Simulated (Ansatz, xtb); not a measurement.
Two isomers of C4H6O2

Structure a is `C=C(C=O)OC`, a singlet and structure b is `CO/C=C\C=O`, a singlet. Both are isolated molecules in the gas phase, relaxed with PBE-D3(BJ)/def2-SVP, each in the lowest conformer that the search found.

Energies in hartree; the thermal terms are from GFN2-xTB frequencies at re-optimised GFN2-xTB minima (ideal gas, soft modes damped towards free rotors, one conformer each, 298.15 K, 1 atm) and include the zero-point energy:

```
                              a           b
E, CCSD(T)/def2-SVP  −305.385163  −305.383718
    E, MP2/def2-SVP  −305.307741  −305.306381
  E, MP2/def2-TZVPP  −305.877949  −305.877232
  zero-point energy     0.091044     0.091179
       H(298 K) − E     0.098750     0.099167
       G(298 K) − E     0.060762     0.060010
```

**Question.** Correct the CCSD(T) difference for the basis set by the MP2 change, then work out ΔE, ΔE₀, ΔH and ΔG for a → b in kcal/mol (1 Eh = 627.51 kcal/mol) and the equilibrium ratio [b]/[a].

**Answer.** 1. Differences b − a: CCSD(T) +0.001445, MP2 in the small set +0.001360, MP2 in the large set +0.000717 Eh.
2. ΔE = +0.001445 + (+0.000717 − (+0.001360)) = +0.000802 Eh = +0.50 kcal/mol.
3. ΔE₀ = ΔE + ΔZPE = +0.000802 + (+0.000135) Eh = +0.59 kcal/mol.
4. ΔH = ΔE + (+0.000417) Eh = +0.76 kcal/mol.
5. ΔG = ΔE + (−0.000752) Eh = +0.03 kcal/mol, so ΔS = (ΔH − ΔG)/T = +10.3 J/(mol K).
6. kT = 0.9442 mEh, so K = [b]/[a] = exp(−ΔG/kT) = exp(−0.05) ≈ 0.95.

The two are too close for this level to say which is favoured. An error of 1 kcal/mol in ΔG would change K by a factor of 5.4. Mirror images and further conformers aren't counted.

As drawn, both hold the same kinds of bond in the same numbers.

Other levels gave ΔE = −1.8 (GFN2-xTB); +0.6 (HF/STO-3G, GFN2-xTB geometries); −0.8 (r2SCAN-D4/def2-SVP, GFN2-xTB geometries); −0.9 (PBE-D3(BJ)/def2-SVP); −1.2 (HF/def2-SVP); +0.9 (MP2/def2-SVP); +0.9 (CCSD(T)/def2-SVP) kcal/mol. The correlated steps freeze 6 core orbitals. Programs: Ansatz 0.2.0, xtb 6.7.1.
